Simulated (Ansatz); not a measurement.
Density of states of VRu (Pm-3m, a = 2.971 Å, b = 2.971 Å, c = 2.971 Å, α = 90.00°, β = 90.00°, γ = 90.00°), in states per eV and primitive cell, averaged over bins of 0.4 eV. Theory: DFT PBEsol, scalar-relativistic, plane waves, PAW (Ansatz).

Plane waves to 420 eV, a k mesh through Γ of 14×14×14 on the computed 2-atom cell and Gaussian smearing (0.10 eV); collinear spin from starting moments 0.3 0 μB.

The cell is relaxed at this level. The states (both spins) are summed by tetrahedra on a 21×21×21 mesh at the self-consistent density. Energies are bin centres; the table starts no lower than −8 eV and ends at 6 eV, or lower where the solved bands end.

It is a metal at this level.

| E − E_F (eV) | total | V 3d up | V 3d down | Ru 4d up | Ru 4d down | V 4s down | V 4s up | Ru 5s up |
| --- | --- | --- | --- | --- | --- | --- | --- | --- |
| -7.85 | 0.07 | 0.00 | 0.00 | 0.00 | 0.00 | 0.01 | 0.01 | 0.02 |
| -7.45 | 0.12 | 0.00 | 0.00 | 0.00 | 0.00 | 0.02 | 0.02 | 0.03 |
| -7.05 | 0.16 | 0.00 | 0.00 | 0.00 | 0.00 | 0.03 | 0.03 | 0.04 |
| -6.65 | 0.22 | 0.00 | 0.00 | 0.01 | 0.01 | 0.04 | 0.04 | 0.05 |
| -6.25 | 0.30 | 0.01 | 0.00 | 0.02 | 0.01 | 0.05 | 0.05 | 0.07 |
| -5.85 | 0.91 | 0.07 | 0.05 | 0.23 | 0.17 | 0.08 | 0.09 | 0.10 |
| -5.45 | 2.24 | 0.24 | 0.21 | 0.61 | 0.58 | 0.12 | 0.11 | 0.16 |
| -5.05 | 3.04 | 0.32 | 0.30 | 0.95 | 0.94 | 0.11 | 0.10 | 0.12 |
| -4.65 | 2.22 | 0.27 | 0.26 | 0.70 | 0.76 | 0.06 | 0.05 | 0.04 |
| -4.25 | 2.73 | 0.33 | 0.30 | 0.95 | 0.92 | 0.05 | 0.06 | 0.03 |
| -3.85 | 3.10 | 0.41 | 0.36 | 1.10 | 1.10 | 0.02 | 0.01 | 0.02 |
| -3.45 | 2.63 | 0.39 | 0.36 | 0.87 | 0.90 | 0.00 | 0.01 | 0.03 |
| -3.05 | 2.44 | 0.34 | 0.32 | 0.80 | 0.83 | 0.01 | 0.01 | 0.04 |
| -2.65 | 3.21 | 0.46 | 0.39 | 1.02 | 1.03 | 0.03 | 0.04 | 0.07 |
| -2.25 | 2.52 | 0.44 | 0.40 | 0.63 | 0.73 | 0.06 | 0.07 | 0.05 |
| -1.85 | 1.99 | 0.38 | 0.38 | 0.43 | 0.47 | 0.08 | 0.08 | 0.04 |
| -1.45 | 1.29 | 0.18 | 0.23 | 0.31 | 0.34 | 0.06 | 0.04 | 0.02 |
| -1.05 | 0.63 | 0.14 | 0.14 | 0.09 | 0.10 | 0.03 | 0.03 | 0.01 |
| -0.65 | 0.62 | 0.19 | 0.15 | 0.09 | 0.08 | 0.02 | 0.02 | 0.01 |
| -0.25 | 1.57 | 0.76 | 0.37 | 0.23 | 0.12 | 0.01 | 0.02 | 0.01 |
| 0.15 | 4.09 | 1.59 | 1.28 | 0.68 | 0.43 | 0.02 | 0.02 | 0.01 |
| 0.55 | 4.75 | 1.31 | 1.58 | 0.83 | 0.91 | 0.02 | 0.01 | 0.01 |
| 0.95 | 4.20 | 1.27 | 1.47 | 0.61 | 0.66 | 0.01 | 0.01 | 0.05 |
| 1.35 | 2.71 | 1.18 | 0.79 | 0.29 | 0.26 | 0.01 | 0.02 | 0.05 |
| 1.75 | 2.84 | 0.76 | 1.26 | 0.30 | 0.28 | 0.02 | 0.03 | 0.06 |
| 2.15 | 1.78 | 0.50 | 0.63 | 0.24 | 0.25 | 0.02 | 0.02 | 0.03 |
| 2.55 | 0.99 | 0.21 | 0.36 | 0.10 | 0.16 | 0.03 | 0.05 | 0.03 |
| 2.95 | 0.69 | 0.13 | 0.17 | 0.06 | 0.06 | 0.07 | 0.06 | 0.04 |
| 3.35 | 0.60 | 0.10 | 0.12 | 0.05 | 0.05 | 0.06 | 0.06 | 0.05 |
| 3.75 | 0.57 | 0.07 | 0.09 | 0.04 | 0.04 | 0.06 | 0.06 | 0.05 |
| 4.15 | 0.55 | 0.06 | 0.07 | 0.03 | 0.03 | 0.06 | 0.06 | 0.05 |
| 4.55 | 0.53 | 0.05 | 0.06 | 0.03 | 0.03 | 0.05 | 0.05 | 0.05 |
| 4.95 | 0.51 | 0.04 | 0.05 | 0.02 | 0.02 | 0.05 | 0.05 | 0.05 |
| 5.35 | 0.48 | 0.03 | 0.04 | 0.02 | 0.02 | 0.05 | 0.04 | 0.04 |
| 5.75 | 0.46 | 0.02 | 0.03 | 0.01 | 0.01 | 0.04 | 0.04 | 0.04 |

The columns after the total are the main Löwdin projections on the occupied valence shells of the potentials; 1 other is left out. The rest of the total lies in those, in shells that are empty in the free atom, which aren't projected, and between the atoms.

Only this magnetic start was tried.

Cost: 1 run of about 0.43 core-minutes, on Arm Neoverse V2 (shared hosts).